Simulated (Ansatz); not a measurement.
# H6OSSi: the cost of one run

Program: Ansatz 0.2.0. Level of theory: RKS PBE-D4/def2-SVP. These are calculated values, not measurements.

## Step 1: The system as given

Bond lengths: Si1–O3 1.680 Å, O3–H4 1.010 Å, Si1–H5 1.459 Å, Si1–H6 1.459 Å, Si1–S7 2.460 Å, S7–H8 1.400 Å. Angles: Si1–O3–H4 109.5°, O3–Si1–H5 109.5°, O3–Si1–H6 109.5°, O3–Si1–S7 67.1°, H5–Si1–H6 109.5°, H5–Si1–S7 72.9°, H6–Si1–S7 176.5°, Si1–S7–H8 109.5°.

Structure file:

```xyz
9

Si    0.0000    0.0000    0.0000
H     0.0000    0.0000    1.8100
O     1.5842    0.0000   -0.5594
H     1.9006   -0.9521   -0.6761
H    -0.6877    1.1914   -0.4862
H    -0.6877   -1.1914   -0.4862
S     1.2901    1.9456    0.7757
H     2.3670    1.5107    1.5575
H     0.5256    0.7926    1.8802
```

## Step 2: Pulling towards end A

Springs on the bonds that form and break draw the guess towards this end; the thresholds are loose.

Contents of input.yaml:

```yaml
crystal:
  periodic: [false, false, false]
  atoms:
    - { symbol: Si, position_ang: [0.0, 0.0, 0.0] }
    - { symbol: H, position_ang: [0.0, 0.0, 1.81] }
    - { symbol: O, position_ang: [1.5842, 0.0, -0.5594] }
    - { symbol: H, position_ang: [1.9006, -0.9521, -0.6761] }
    - { symbol: H, position_ang: [-0.6877, 1.1914, -0.4862] }
    - { symbol: H, position_ang: [-0.6877, -1.1914, -0.4862] }
    - { symbol: S, position_ang: [1.2901, 1.9456, 0.7757] }
    - { symbol: H, position_ang: [2.367, 1.5107, 1.5575] }
    - { symbol: H, position_ang: [0.5256, 0.7926, 1.8802] }
basis:
  gaussian: { orbitals: def2-SVP }
hamiltonian:
  xc: pbe
  dispersion: d4
relax:
  f_tol: 0.15
  max_steps: 25
  restrain:
    - { distance: [0, 6], at: 3.36, k: 30.0 }
    - { distance: [8, 1], at: 1.86, k: 30.0 }
    - { distance: [0, 1], at: 1.46, k: 30.0 }
    - { distance: [8, 6], at: 1.4, k: 30.0 }
```

Command:

```sh
ansatz run input.yaml --threads 1 --pin off --max-ram 2048MiB --backend cpu --events-out ev --progress --plain --runs-dir out
```

Q: Estimate wall time and peak memory on 1 thread of Arm Neoverse V2, shared host.

About 27 s, with a peak of 0.14 GiB.
